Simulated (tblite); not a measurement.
Species: BH6NSi.
Bonds: B1–N2, N2–Si3. Hydrogens: H4, H5 on B1; H6 on N2; H7, H8, H9 on Si3.

Computed with GFN2-xTB (tblite), gas phase: L-BFGS steps from a force-field or distance-geometry start until the largest atomic force falls under 0.01 eV/Å.

Step 11: E = -244.6298 eV
```
atom  x, y, z in Å  |  force x, y, z in eV/Å
B1     -1.5101   -0.3304   -0.0519    0.105  -0.080  -0.150
N2     -0.3019   -0.0357    0.5772    0.315  -0.055   0.013
Si3     1.1974    0.4110   -0.1932   -0.032  -0.411  -0.114
H4     -2.1572   -1.1863    0.3957   -0.432   0.021   0.154
H5     -1.7668    0.2121   -1.0581   -0.017  -0.056   0.036
H6     -0.1635   -0.4628    1.4847   -0.018   0.019  -0.050
H7      1.9812   -0.8455   -0.3315   -0.043   0.263   0.033
H8      1.8982    1.3494    0.6698    0.039   0.147   0.080
H9      0.8363    0.8939   -1.5179    0.083   0.151  -0.002
```

Step 12: E = -244.6438 eV
```
atom  x, y, z in Å  |  force x, y, z in eV/Å
B1     -1.5068   -0.3288   -0.0551    0.060  -0.180   0.011
N2     -0.2937   -0.0441    0.5661    0.093  -0.132   0.105
Si3     1.1958    0.4131   -0.1940    0.136  -0.214  -0.113
H4     -2.1692   -1.1579    0.4199   -0.423   0.004   0.140
H5     -1.7619    0.1886   -1.0651   -0.048   0.062  -0.129
H6     -0.1574   -0.4858    1.4658   -0.003   0.048   0.007
H7      1.9700   -0.8346   -0.3222    0.096   0.088  -0.008
H8      1.8950    1.3516    0.6721    0.029   0.145   0.074
H9      0.8418    0.9036   -1.5127    0.059   0.178  -0.088
```

Step 13: E = -244.6552 eV
```
atom  x, y, z in Å  |  force x, y, z in eV/Å
B1     -1.5049   -0.3284   -0.0560    0.021  -0.225   0.078
N2     -0.2841   -0.0583    0.5581   -0.152  -0.116  -0.031
Si3     1.1972    0.4131   -0.1968    0.196   0.081  -0.066
H4     -2.1868   -1.1296    0.4455   -0.367   0.042   0.098
H5     -1.7593    0.1664   -1.0776   -0.027   0.084  -0.112
H6     -0.1510   -0.5075    1.4496    0.027   0.005   0.172
H7      1.9617   -0.8236   -0.3132    0.265  -0.130  -0.056
H8      1.8927    1.3565    0.6760   -0.015   0.090   0.020
H9      0.8481    0.9172   -1.5108    0.051   0.170  -0.103
```

Step 14: E = -244.6665 eV
```
atom  x, y, z in Å  |  force x, y, z in eV/Å
B1     -1.5035   -0.3324   -0.0567   -0.072  -0.231   0.097
N2     -0.2765   -0.0737    0.5503   -0.256  -0.110  -0.123
Si3     1.2012    0.4141   -0.2005    0.147   0.279  -0.007
H4     -2.2103   -1.1025    0.4701   -0.262   0.102   0.034
H5     -1.7573    0.1471   -1.0891    0.005   0.060  -0.041
H6     -0.1449   -0.5266    1.4381    0.046  -0.005   0.245
H7      1.9593   -0.8155   -0.3063    0.390  -0.284  -0.094
H8      1.8902    1.3625    0.6795   -0.050   0.041  -0.023
H9      0.8554    0.9328   -1.5106    0.052   0.147  -0.088
```

**Question.** Estimate the geometry and energy of step 15. (The exact step hangs on the optimiser's Hessian estimate; all steps are aligned on step 14, rigid shifts and turns removed.)

**Answer.** E = -244.6870 eV, largest force 0.669 eV/Å
```
atom  x, y, z in Å  |  force x, y, z in eV/Å
B1     -1.5028   -0.3465   -0.0568   -0.224  -0.177   0.115
N2     -0.2641   -0.1080    0.5365   -0.349  -0.059  -0.289
Si3     1.2094    0.4166   -0.2080    0.001   0.426   0.085
H4     -2.2604   -1.0544    0.5069   -0.034   0.186  -0.070
H5     -1.7558    0.1165   -1.1042    0.068  -0.006   0.084
H6     -0.1353   -0.5512    1.4272    0.073  -0.028   0.313
H7      1.9671   -0.8045   -0.2983    0.512  -0.407  -0.142
H8      1.8844    1.3730    0.6833   -0.096  -0.020  -0.066
H9      0.8711    0.9642   -1.5119    0.051   0.085  -0.031
```

The energy changes by -0.0206 eV. The first-order estimate −F·Δx gives -0.0288 eV and the mean of the old and new forces, exact on a quadratic surface, -0.0201 eV. The step makes an angle of 71° with the force vector and moves no atom by more than 0.079 Å.

Hardware: one thread, x86-64 server, shared host.
